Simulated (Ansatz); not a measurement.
## Molecular dynamics of H₂NOSi, charge -1

The input (input.yaml):

```yaml
crystal:
  periodic: [false, false, false]
  atoms:
    - { symbol: "N", position_ang: [0.631635, -0.665989, 0.472607] }
    - { symbol: Si, position_ang: [-0.149226, 0.582746, -0.454609] }
    - { symbol: O, position_ang: [0.069927, 2.116017, -0.221983] }
    - { symbol: H, position_ang: [0.430945, -1.48712, -0.119314] }
    - { symbol: H, position_ang: [-0.983281, -0.545654, 0.323299] }
total_charge: -1
magnetization:
  spin_polarized: true
basis:
  gaussian: { orbitals: def2-SVP }
hamiltonian:
  xc: b3lyp
md:
  timestep: 0.5
  n_steps: 200
  ensemble: nve
  temperature: 300.0
  initial_velocities: maxwell_boltzmann
  seed: 12127
```

Command:

```bash
$ ansatz run input.yaml --threads 1 --pin off --max-ram 2048MiB --backend cpu --events-out ev --progress --plain --runs-dir out
```

It starts at the highest image of a converged band, a first-order saddle point between two minima.

Output, in part (one step line in 4, the closing report, with atoms numbered from 0):

```
md step     0: t =     0.00 fs  T =   300.0 K  F+E_penalty+E_count = -11441.01355945 eV  E_kin = 0.116334 eV  conserved = -11440.89722545 eV  (55 SCF iters)
md step     4: t =     2.00 fs  T =   269.5 K  F+E_penalty+E_count = -11441.00169848 eV  E_kin = 0.104524 eV  conserved = -11440.89717434 eV  (45 SCF iters)
md step     8: t =     4.00 fs  T =   207.2 K  F+E_penalty+E_count = -11440.97744668 eV  E_kin = 0.080345 eV  conserved = -11440.89710156 eV  (66 SCF iters)
md step    12: t =     6.00 fs  T =   164.1 K  F+E_penalty+E_count = -11440.96063620 eV  E_kin = 0.063651 eV  conserved = -11440.89698514 eV  (94 SCF iters)
md step    16: t =     8.00 fs  T =   209.1 K  F+E_penalty+E_count = -11440.97800157 eV  E_kin = 0.081100 eV  conserved = -11440.89690152 eV  (50 SCF iters)
md step    20: t =    10.00 fs  T =   400.5 K  F+E_penalty+E_count = -11441.05214940 eV  E_kin = 0.155293 eV  conserved = -11440.89685658 eV  (52 SCF iters)
md step    24: t =    12.00 fs  T =   778.9 K  F+E_penalty+E_count = -11441.19888523 eV  E_kin = 0.302042 eV  conserved = -11440.89684273 eV  (44 SCF iters)
md step    28: t =    14.00 fs  T =  1367.8 K  F+E_penalty+E_count = -11441.42733927 eV  E_kin = 0.530420 eV  conserved = -11440.89691972 eV  (61 SCF iters)
md step    32: t =    16.00 fs  T =  2150.7 K  F+E_penalty+E_count = -11441.73105124 eV  E_kin = 0.833999 eV  conserved = -11440.89705234 eV  (111 SCF iters)
md step    36: t =    18.00 fs  T =  3028.3 K  F+E_penalty+E_count = -11442.07215524 eV  E_kin = 1.174295 eV  conserved = -11440.89786005 eV  (49 SCF iters)
md step    40: t =    20.00 fs  T =  3729.6 K  F+E_penalty+E_count = -11442.34459499 eV  E_kin = 1.446273 eV  conserved = -11440.89832178 eV  (37 SCF iters)
md step    44: t =    22.00 fs  T =  4053.9 K  F+E_penalty+E_count = -11442.47041732 eV  E_kin = 1.572027 eV  conserved = -11440.89839044 eV  (32 SCF iters)
md step    48: t =    24.00 fs  T =  4004.5 K  F+E_penalty+E_count = -11442.45097085 eV  E_kin = 1.552848 eV  conserved = -11440.89812327 eV  (30 SCF iters)
md step    52: t =    26.00 fs  T =  3767.9 K  F+E_penalty+E_count = -11442.35883392 eV  E_kin = 1.461103 eV  conserved = -11440.89773055 eV  (28 SCF iters)
md step    56: t =    28.00 fs  T =  3581.7 K  F+E_penalty+E_count = -11442.28645909 eV  E_kin = 1.388899 eV  conserved = -11440.89756007 eV  (29 SCF iters)
md step    60: t =    30.00 fs  T =  3535.2 K  F+E_penalty+E_count = -11442.26862618 eV  E_kin = 1.370879 eV  conserved = -11440.89774766 eV  (30 SCF iters)
md step    64: t =    32.00 fs  T =  3504.5 K  F+E_penalty+E_count = -11442.25694996 eV  E_kin = 1.358969 eV  conserved = -11440.89798065 eV  (28 SCF iters)
md step    68: t =    34.00 fs  T =  3335.9 K  F+E_penalty+E_count = -11442.19143461 eV  E_kin = 1.293578 eV  conserved = -11440.89785642 eV  (27 SCF iters)
md step    72: t =    36.00 fs  T =  3071.7 K  F+E_penalty+E_count = -11442.08858279 eV  E_kin = 1.191136 eV  conserved = -11440.89744711 eV  (28 SCF iters)
md step    76: t =    38.00 fs  T =  2879.0 K  F+E_penalty+E_count = -11442.01401405 eV  E_kin = 1.116408 eV  conserved = -11440.89760647 eV  (30 SCF iters)
md step    80: t =    40.00 fs  T =  2664.4 K  F+E_penalty+E_count = -11441.93115634 eV  E_kin = 1.033187 eV  conserved = -11440.89796909 eV  (31 SCF iters)
md step    84: t =    42.00 fs  T =  2239.3 K  F+E_penalty+E_count = -11441.76616070 eV  E_kin = 0.868358 eV  conserved = -11440.89780288 eV  (37 SCF iters)
md step    88: t =    44.00 fs  T =  1678.1 K  F+E_penalty+E_count = -11441.54815518 eV  E_kin = 0.650749 eV  conserved = -11440.89740645 eV  (50 SCF iters)
md step    92: t =    46.00 fs  T =  1209.3 K  F+E_penalty+E_count = -11441.36598595 eV  E_kin = 0.468924 eV  conserved = -11440.89706195 eV  (52 SCF iters)
md step    96: t =    48.00 fs  T =  1038.4 K  F+E_penalty+E_count = -11441.29960372 eV  E_kin = 0.402673 eV  conserved = -11440.89693038 eV  (43 SCF iters)
md step   100: t =    50.00 fs  T =  1245.6 K  F+E_penalty+E_count = -11441.38005719 eV  E_kin = 0.483023 eV  conserved = -11440.89703384 eV  (41 SCF iters)
md step   104: t =    52.00 fs  T =  1778.5 K  F+E_penalty+E_count = -11441.58683382 eV  E_kin = 0.689652 eV  conserved = -11440.89718164 eV  (34 SCF iters)
md step   108: t =    54.00 fs  T =  2606.5 K  F+E_penalty+E_count = -11441.90766120 eV  E_kin = 1.010749 eV  conserved = -11440.89691198 eV  (36 SCF iters)
md step   112: t =    56.00 fs  T =  3815.3 K  F+E_penalty+E_count = -11442.37738203 eV  E_kin = 1.479485 eV  conserved = -11440.89789724 eV  (34 SCF iters)
md step   116: t =    58.00 fs  T =  4889.2 K  F+E_penalty+E_count = -11442.79499974 eV  E_kin = 1.895941 eV  conserved = -11440.89905903 eV  (34 SCF iters)
md step   120: t =    60.00 fs  T =  5242.8 K  F+E_penalty+E_count = -11442.93174681 eV  E_kin = 2.033051 eV  conserved = -11440.89869592 eV  (32 SCF iters)
md step   124: t =    62.00 fs  T =  5031.1 K  F+E_penalty+E_count = -11442.84930084 eV  E_kin = 1.950972 eV  conserved = -11440.89832890 eV  (28 SCF iters)
md step   128: t =    64.00 fs  T =  4528.7 K  F+E_penalty+E_count = -11442.65435023 eV  E_kin = 1.756144 eV  conserved = -11440.89820615 eV  (27 SCF iters)
md step   132: t =    66.00 fs  T =  3890.0 K  F+E_penalty+E_count = -11442.40655247 eV  E_kin = 1.508482 eV  conserved = -11440.89807008 eV  (27 SCF iters)
md step   136: t =    68.00 fs  T =  3221.3 K  F+E_penalty+E_count = -11442.14718147 eV  E_kin = 1.249144 eV  conserved = -11440.89803703 eV  (27 SCF iters)
md step   140: t =    70.00 fs  T =  2538.9 K  F+E_penalty+E_count = -11441.88260339 eV  E_kin = 0.984527 eV  conserved = -11440.89807649 eV  (27 SCF iters)
md step   144: t =    72.00 fs  T =  1895.0 K  F+E_penalty+E_count = -11441.63202942 eV  E_kin = 0.734831 eV  conserved = -11440.89719871 eV  (29 SCF iters)
md step   148: t =    74.00 fs  T =  1820.7 K  F+E_penalty+E_count = -11441.60266111 eV  E_kin = 0.706035 eV  conserved = -11440.89662649 eV  (31 SCF iters)
md step   152: t =    76.00 fs  T =  2523.7 K  F+E_penalty+E_count = -11441.87697740 eV  E_kin = 0.978636 eV  conserved = -11440.89834132 eV  (34 SCF iters)
md step   156: t =    78.00 fs  T =  3106.4 K  F+E_penalty+E_count = -11442.10342812 eV  E_kin = 1.204589 eV  conserved = -11440.89883899 eV  (35 SCF iters)
md step   160: t =    80.00 fs  T =  3177.8 K  F+E_penalty+E_count = -11442.13053311 eV  E_kin = 1.232270 eV  conserved = -11440.89826336 eV  (36 SCF iters)
md step   164: t =    82.00 fs  T =  3035.3 K  F+E_penalty+E_count = -11442.07484555 eV  E_kin = 1.177040 eV  conserved = -11440.89780578 eV  (34 SCF iters)
md step   168: t =    84.00 fs  T =  2951.8 K  F+E_penalty+E_count = -11442.04226149 eV  E_kin = 1.144640 eV  conserved = -11440.89762199 eV  (36 SCF iters)
md step   172: t =    86.00 fs  T =  2990.6 K  F+E_penalty+E_count = -11442.05733272 eV  E_kin = 1.159679 eV  conserved = -11440.89765398 eV  (35 SCF iters)
md step   176: t =    88.00 fs  T =  3052.4 K  F+E_penalty+E_count = -11442.08160140 eV  E_kin = 1.183643 eV  conserved = -11440.89795873 eV  (36 SCF iters)
md step   180: t =    90.00 fs  T =  2987.5 K  F+E_penalty+E_count = -11442.05579892 eV  E_kin = 1.158512 eV  conserved = -11440.89728738 eV  (34 SCF iters)
md step   184: t =    92.00 fs  T =  3141.3 K  F+E_penalty+E_count = -11442.11487718 eV  E_kin = 1.218114 eV  conserved = -11440.89676271 eV  (33 SCF iters)
md step   188: t =    94.00 fs  T =  3666.6 K  F+E_penalty+E_count = -11442.32019778 eV  E_kin = 1.421834 eV  conserved = -11440.89836375 eV  (30 SCF iters)
md step   192: t =    96.00 fs  T =  3837.1 K  F+E_penalty+E_count = -11442.38651675 eV  E_kin = 1.487955 eV  conserved = -11440.89856192 eV  (27 SCF iters)
md step   196: t =    98.00 fs  T =  3508.4 K  F+E_penalty+E_count = -11442.25857614 eV  E_kin = 1.360497 eV  conserved = -11440.89807938 eV  (27 SCF iters)
md step   200: t =   100.00 fs  T =  2989.9 K  F+E_penalty+E_count = -11442.05715280 eV  E_kin = 1.159424 eV  conserved = -11440.89772902 eV  (27 SCF iters)
Total energy: -11442.05734549 eV, -420.4878517418 hartree
Atom 0 at     0.661551    -0.561963     0.345497 Å, force     0.540852    -2.559173     1.250626 eV/Å
Atom 1 at    -0.156189     0.555041    -0.390037 Å, force    -0.010772    -2.750594    -2.942254 eV/Å
Atom 2 at     0.016118     2.016957    -0.147759 Å, force    -0.543573     4.566985     0.242678 eV/Å
Atom 3 at     0.695114    -1.296014     1.048833 Å, force    -0.139954     0.340887    -0.450616 eV/Å
Atom 4 at    -0.615108     0.161918    -2.055750 Å, force     0.153448     0.401895     1.899566 eV/Å
Dipole moment:    -0.196452    -0.351455     0.221672 e Å
```

The run went to its last step. The conserved energy stayed within 0.37 meV per atom of its start (net change -0.1 meV per atom), so the integration is sound. The system heated up, since it started high on the potential surface and ran downhill. A run of 0.1 ps of so small a system gives no equilibrium averages. The orbitals stay closed-shell, which can raise the energy where a bond breaks towards radicals; this wasn't checked here. Limits of this set-up: an anion without diffuse functions, the dipole of an ion depends on the origin.

The step under study would form N1–H5 and break Si2–H5. These pairs go: N1–H5 1.63 → 2.81 Å, Si2–H5 1.60 → 1.77 Å. In the last frame they stand as before the step (other bonds may differ from the relaxed reactants and products). It ends as one piece, H2NOSi (total charge -1). Pairs count as bonded within 1.25 times the sum of covalent radii (0.12 Å more for H–H).

Last frame:

```xyz
5
Properties=species:S:1:pos:R:3
N 0.662 -0.562 0.345
Si -0.156 0.555 -0.390
O 0.016 2.017 -0.148
H 0.695 -1.296 1.049
H -0.615 0.162 -2.056
```

The run took 9.6 min on 1 thread of Intel(R) Xeon(R) Platinum 8259CL CPU @ 2.50GHz (Skylake/Cascade Lake), on a shared host, peak memory 0.15 GiB.
